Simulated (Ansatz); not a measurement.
Two isomers of C3H5NO: A = `COC=C=N`, B = `CC1=NCO1`.

Isolated molecules relaxed with PBE0-D4/def2-TZVP in Ansatz; ΔE leaves out vibrations. CBS: MP2 limit from def2 TZ/QZ plus the TZ coupled-cluster correction, frozen cores. Functionals use def2-TZVPP. B3LYP here is the variant with VWN-RPA as its local correlation; programs differ in this. One conformer a species, not always the lowest.

Problem. Which is lower in electronic energy at CCSD(T)/CBS, and by how much? (An estimate is asked.)

Solution. Computed: B, by 25.1 kcal/mol.

Problem. Give E(B) − E(A) in kcal/mol with CCSD/def2-TZVPP, B3LYP, MP2/def2-TZVPP, PBE0-D4, B2PLYP, B3LYP-D4, ωB97M-V. (An estimate is asked.)

Solution. Ansatz gave: CCSD/def2-TZVPP -24.9, B3LYP -18.9, MP2/def2-TZVPP -27.6, PBE0-D4 -25.8, B2PLYP -22.0, B3LYP-D4 -19.3, ωB97M-V -24.8. None reverses the order clearly.

Problem. Does the order hold for the free energy at 298.15 K (harmonic terms from PBE0-D4)? (Best estimate.)

Solution. The calculation gave: Yes: G(B) − G(A) = -22.8 kcal/mol, for one conformer each.

Largest T1 diagnostic: 0.014.

From BLYP to BHLYP (50 % exact exchange), in def2-TZVPP and without D4, E(B) − E(A) moves by −5.6 kcal/mol. Leaving LDA and LC-ωPBE aside and taking each functional with its dispersion term where it has one, the values, not all of them listed here, spread over 11.8 kcal/mol, from PBE-QIDH to BLYP-D4. LDA lies −3.7 kcal/mol from PBE without D4.
